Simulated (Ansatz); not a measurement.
Nb: from a trial structure to a relaxed crystal

The calculation used DFT PBEsol, scalar-relativistic, plane waves, PAW (Ansatz 0.2.0). Cutoff 420 eV, Γ-centred k mesh, Gaussian smearing, no spin polarisation in the final step.

The start puts Nb on the indium (bct) structure type (I4/mmm, No. 139), at a guessed volume.

```xyz
1
Lattice="-1.4615 1.4615 2.2235 1.4615 -1.4615 2.2235 1.4615 1.4615 -2.2235" Properties=species:S:1:pos:R:3 pbc="T T T"
Nb    0.0000    0.0000    0.0000
```

Steps on the 8×8×8 mesh (1 atom). 6 of 6 steps are shown, and the free energy counts from the last. Trial steps that were taken back and renewals of the plane-wave basis can be among the rows.

| step | ΔF (meV/atom) | V (Å³/atom) | P (GPa) |
| --- | --- | --- | --- |
| 1 | 186.5 | 19.00 | -8.49 |
| 2 | 78.5 | 17.34 | 5.61 |
| 3 | 25.4 | 16.96 | 9.92 |
| 4 | 0.4 | 17.93 | -1.09 |
| 5 | 0.0 | 17.82 | 0.05 |
| 6 | 0.0 | 17.82 | 0.05 |

Steps on the 28×28×28 mesh (1 atom). 4 of 6 steps are shown, and the free energy counts from the last.

```tsv
step	ΔF (meV/atom)	V (Å³/atom)	P (GPa)
1	3.1	17.82	0.24
2	5.5	18.15	-2.73
3	0.1	17.89	-0.46
6	0.0	17.85	0.00
```

A final relaxation ran on a 28×28×28 mesh. The relaxed crystal, I4/mmm (No. 139):

```
Nb
1.0
    -1.35540    1.35540    2.42874
     1.35540   -1.35540    2.42874
     1.35540    1.35540   -2.42874
Nb
1
Direct
  0.00000 0.00000 0.00000
```

| Item | Value |
| --- | --- |
| Volume per atom | 17.85 Å³ |
| Density | 8.64 g/cm³ |
| Energy over the standard structure | 0.15 eV/atom |
| Gap on the 28×28×28 mesh | 0 eV (a metal) |

Energies count from the standard state of Nb at the same level.

The final run used a 28×28×28 mesh on its 1-atom cell and 0.10 eV smearing. For metals, differences of a few meV/atom aren't resolved.

A structure relaxed within its symmetry needn't be a true minimum.